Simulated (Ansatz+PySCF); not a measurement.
Values are calculated unless marked as measured or tabulated.
Input for PySCF 2.14.0:

```python
from pyscf import gto, scf, cc

mol = gto.M(atom="""
Cl 0.000000 0.000000 -0.614400
F 0.000000 0.000000 1.160540
""", basis='def2-svp', charge=0, spin=0)
mf = scf.UHF(mol)
mf.kernel()
mycc = cc.CCSD(mf, frozen=6).run()
et = mycc.ccsd_t()
print(mf.e_tot, mycc.e_corr, et, mycc.e_tot + et)
```

The script is written out from the run's settings.

Output:

- Converged: yes
- Reference energy: -558.59387 hartree
- CCSD correlation energy: -0.35004 hartree
- Triples correction: -0.00782 hartree
- Total energy: -558.95173 hartree

This is not the lowest solution: another run reaches a determinant 0.04 eV lower.
